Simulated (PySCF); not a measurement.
Species: phosphorus trifluoride, PF₃.
SMILES with atom numbers: `[F:1][P:2]([F:3])[F:4]`

Method: core-valence-separated Tamm–Dancoff BHandHLYP/aug-pcX-1 (def2-SVPD on P) in PySCF, non-relativistic, gas phase, PBE0-D3(BJ)/def2-SVP geometry.

Computed fluorine K-edge spectrum, Gaussian lines of 0.3 eV full width, highest printed point 100; it ends one width below the last computed root. No empirical shift is added; at this level the pattern usually sits a few eV under experiment.

```tsv
photon energy (eV)	absorption
684.9	0
685.0	5
685.1	23
685.2	66
685.3	100
685.4	82
685.5	36
685.6	10
685.7	9
685.8	28
685.9	51
686.0	50
686.1	26
686.2	7
686.3	1
686.4	0
686.5	0
686.6	0
686.7	0
686.8	0
686.9	0
687.0	0
687.1	0
687.2	0
687.3	0
687.4	0
687.5	0
687.6	1
687.7	4
687.8	19
687.9	44
688.0	55
688.1	42
688.2	33
688.3	50
688.4	61
688.5	42
688.6	16
688.7	3
688.8	0
688.9	0
689.0	0
689.1	0
689.2	0
689.3	0
689.4	0
689.5	0
689.6	0
689.7	0
689.8	0
689.9	1
690.0	5
690.1	11
```

Q: Assign the maxima to core holes.

A: 4 maxima:
- 685.3 eV: F1/F3/F4 (phosphorus-bound fluorine), 685.32 eV, f = 0.067, sum of 3, 100 % of the height at the exact maximum
- 685.9 eV: F1/F3/F4 (phosphorus-bound fluorine), 685.95 eV, f = 0.036, sum of 3, 100 % of the height at the exact maximum
- 688.0 eV: F1/F3/F4 (phosphorus-bound fluorine), 687.99 eV, f = 0.037, sum of 3, 99 % of the height at the exact maximum
- 688.4 eV: F1/F3/F4 (phosphorus-bound fluorine), 688.39 eV, f = 0.040, sum of 3, 99 % of the height at the exact maximum

Roots within 0.03 eV on the same or equivalent atoms count as one line; shares under 12 % aren't listed.

Vibrational structure and lifetime widths aren't in the curve. The ionisation threshold wasn't computed; near and above it a finite basis only mimics Rydberg series and continuum.
